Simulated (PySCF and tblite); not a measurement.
The numbers below are computed, except where a source is named.
1,3-difluoropropane, C₃H₆F₂, numbered as in [F:1][CH2:2][CH2:3][CH2:4][F:5].

Conformers came from 90 starts (ETKDG and KDG, MMFF94s, GFN2-xTB); geometries are PBE0-D3(BJ)/def2-SVP. Weights use PBE0-D3(BJ)/def2-TZVP energies plus GFN2-xTB zero-point and thermal terms (modes under about 100 cm⁻¹ blended into free rotors). Symmetry numbers and mirror images are counted. Conformers within 3 kcal/mol (GFN2-xTB free energy) were kept, 8 at most. GIAO shieldings: PBE0/pcSseg-2. Shifts are against TMS (¹H), TMS (¹³C), CFCl3 (¹⁹F) at the same level. Run with PySCF (density fitting) and tblite.

Torsions listed: F1–C2–C3–C4, C2–C3–C4–F5. Of a mirror pair one member is shown.

```csv
conformer,shape,symmetry,E(GFN2) kcal/mol,E(DFT) kcal/mol
1,"-61°, -61°",C2 (pair),0.00,0.00
2,"-60°, 179°",C1 (pair),0.01,0.84
3,"180°, 180°",C2v,0.96,1.94
4,"66°, -67°",Cs,2.72,2.52
```

Task: How much do the weights at 298.15 K and the averaged shift of C2/C4 depend on how the conformers are weighted?

Result: 
```tsv
weighting	1 (%)	2 (%)	3 (%)	4 (%)	δ (ppm)	rms dipole (D)
DFT energy with thermal terms, symmetry and mirror images (full scheme)	61	36	2	1	82.1	2.03
DFT energy with symmetry and mirror images	66	32	1	1	81.9	2.03
bare DFT energy	77	19	3	1	81.6	2.05
GFN2-xTB energy with symmetry and mirror images	32	64	3	0	82.9	1.96
GFN2-xTB free energy	28	67	4	0	83.1	1.96
leading conformer alone	100	0	0	0	80.9	2.07
equal weights	25	25	25	25	83.6	2.34
full scheme, search stopped after three starts	0	100	0	0	84.0	1.91
```

The largest departure from the full scheme, 1.9 ppm, comes with: full scheme, search stopped after three starts.
